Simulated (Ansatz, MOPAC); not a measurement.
Species: C$_{2}$H$_{2}$O (charge 0, singlet). SMILES: C=C=O
Structure (B3LYP-D3(BJ)/def2-TZVP (Ansatz, an electronic-structure program) minimum search):
```xyz
5

C      0.0091     0.0017    -1.2056
C     -0.0008    -0.0001     0.1027
H      0.0282     0.9401    -1.7377
H     -0.0018    -0.9351    -1.7406
O     -0.0096    -0.0018     1.2620
```
Charge 0, spin multiplicity 1.

Quantity: vertical ionisation energy to the doublet, in eV. Terms: dispersion terms only where a functional's name holds one; six Cartesian d functions in 6-31G* and its kin unless marked 5d; PM7 with its own dispersion and hydrogen-bond terms; open shells spin-unrestricted; spin-orbit terms left out; 6-311+G** with 5d; frozen cores in correlated levels; non-relativistic; each state is the SCF solution reached for its charge and spin. Basis-set limits of correlation are two-point, X^-3; Hartree-Fock from the larger set. [CCSD(T)-MP2]/basis is that difference in the basis named. Ab initio and DFT rows: single points at B3LYP-D3(BJ) geometries (Ansatz). Semi-empirical rows: differences of heats of formation at the shared geometry for vertical values.

Coupled cluster (Ansatz) is a level with limits of its own, used here on species with T1 under 0.025 (0.045 for open shells) and stable references: RI-MP2/CBS(aug-cc-pVTZ,aug-cc-pVQZ)+[CCSD(T)-MP2]/aug-cc-pVTZ.

Value to compare with, RI-MP2/CBS(aug-cc-pVTZ,aug-cc-pVQZ)+[CCSD(T)-MP2]/aug-cc-pVTZ (Ansatz): 9.85 eV.

```csv
level,program,vertical ionisation energy to the doublet (eV),difference
AM1,MOPAC,9.21,-0.64
PM6,MOPAC,9.45,-0.40
PM7,MOPAC,9.51,-0.34
HF/6-311+G**,Ansatz,8.60,-1.25
PBE/6-31G*,Ansatz,9.50,-0.35
B3LYP/STO-3G,Ansatz,7.97,-1.88
B3LYP/3-21G,Ansatz,9.57,-0.28
B3LYP/6-31G*,Ansatz,9.58,-0.27
MP2/6-311+G**,Ansatz,9.70,-0.15
PBE/def2-TZVPD,Ansatz,9.72,-0.13
B3LYP/def2-TZVPD,Ansatz,9.81,-0.04
wB97X-V/def2-TZVPD,Ansatz,9.76,-0.09
```

Among the 9 habitual levels, B3LYP/STO-3G lies farthest from RI-MP2/CBS(aug-cc-pVTZ,aug-cc-pVQZ)+[CCSD(T)-MP2]/aug-cc-pVTZ (Ansatz) (-1.88 eV) and MP2/6-311+G** nearest (-0.15); 0 of 9 lie above it, and their mean absolute difference is 0.62 eV, the median 0.35. One case shows no general order.

The levels are drawn from those run, B3LYP/6-31G* more often than the rest, none by its result; runs whose electronic state is in doubt are left out.
